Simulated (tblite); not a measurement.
Compound: C5H7S (charge -1).
Numbering: `[S-:1]/[CH:2]=[CH:3]/[CH:4]1[CH2:5][CH2:6]1` (hydrogens: H7 on C2; H8 on C3; H9 on C4; H10, H11 on C5; H12, H13 on C6)
Bond orders are those of one Lewis drawing.

Computed with GFN2-xTB (tblite), gas phase: Langevin dynamics at 300 K from the optimised GFN2-xTB geometry, time step 0.5 fs, friction 0.01 fs⁻¹, 2000 steps.

Start geometry:
```
atom  x, y, z in Å
S1      3.578   -0.193    1.448
C2      2.235    0.004    0.424
C3      0.939   -0.095    0.775
C4     -0.172    0.090   -0.171
C5     -1.464    0.741    0.259
C6     -1.437   -0.726   -0.059
H7      2.473    0.235   -0.618
H8      0.675   -0.323    1.799
H9      0.153    0.318   -1.183
H10    -1.975    1.404   -0.427
H11    -1.563    1.031    1.295
H12    -1.517   -1.421    0.764
H13    -1.929   -1.064   -0.961
```

The statistics below take the 31 frames saved every 25 fs from 250 to 1000 fs; their kinetic temperature (all 3N coordinates) averages 299 K.

Problem. Give the mean, spread and extremes of the bond lengths.

Solution. 
| bond | start (Å) | mean (Å) | standard deviation (Å) | shortest (Å) | longest (Å) |
| --- | --- | --- | --- | --- | --- |
| S1–C2 | 1.700 | 1.706 | 0.040 | 1.624 | 1.790 |
| C2=C3 | 1.346 | 1.353 | 0.028 | 1.289 | 1.402 |
| C3–C4 | 1.470 | 1.484 | 0.028 | 1.430 | 1.568 |
| C4–C5 | 1.509 | 1.502 | 0.029 | 1.456 | 1.564 |
| C5–C6 | 1.501 | 1.500 | 0.031 | 1.439 | 1.558 |
| C4–C6 | 1.509 | 1.512 | 0.029 | 1.452 | 1.576 |
| C2–H7 | 1.094 | 1.098 | 0.021 | 1.051 | 1.157 |
| C3–H8 | 1.082 | 1.089 | 0.034 | 1.023 | 1.172 |
| C4–H9 | 1.087 | 1.090 | 0.027 | 1.036 | 1.138 |
| C5–H10 | 1.083 | 1.089 | 0.037 | 1.021 | 1.160 |
| C5–H11 | 1.081 | 1.082 | 0.020 | 1.043 | 1.126 |
| C6–H12 | 1.081 | 1.082 | 0.025 | 1.036 | 1.139 |
| C6–H13 | 1.082 | 1.088 | 0.040 | 0.998 | 1.189 |

Problem. How far does each atom move about its mean position (frames aligned on the start, all atoms weighted alike), and what rms force does it feel?

Solution. 
| atom | rms displacement (Å) | rms force (eV/Å) |
| --- | --- | --- |
| S1 | 0.23 | 1.14 |
| C2 | 0.10 | 1.91 |
| C3 | 0.14 | 2.01 |
| C4 | 0.11 | 1.79 |
| C5 | 0.08 | 1.79 |
| C6 | 0.08 | 1.82 |
| H7 | 0.28 | 0.80 |
| H8 | 0.31 | 1.16 |
| H9 | 0.17 | 0.92 |
| H10 | 0.18 | 1.26 |
| H11 | 0.17 | 0.83 |
| H12 | 0.20 | 0.93 |
| H13 | 0.18 | 1.35 |

The displacements run from 0.08 to 0.31 Å, the largest at H8.

Problem. Follow the torsion C2–C3–C4–C5 through every second one of these frames.

Solution. 
```tsv
t (fs)	C2–C3–C4–C5 (°)
250	-121
300	-137
350	-162
400	-172
450	-154
500	-153
550	-140
600	-142
650	-144
700	-160
750	-173
800	177
850	-175
900	-168
950	-167
1000	-154
```

Largest departure from the start value over all these frames: C2–C3–C4–C5 38° (start -145°).

Problem. How widely does the potential energy scatter, against a harmonic estimate?

Solution. Mean 0.46 eV above the start, standard deviation 0.133 eV, range 0.22 to 0.78 eV. For 33 classical harmonic modes at 300 K the canonical values are 33kT/2 = 0.43 eV and kT·√(33/2) = 0.105 eV.

The run is classical and short, so these are rough statistics of one trajectory.

What follows is the cost of the whole dynamics run. On Intel Xeon Platinum 8488C, one thread, no GPU, shared host with 192 logical CPUs at a one-minute load of 90, this took 10 s wall and 0.18 GiB of memory at its peak.
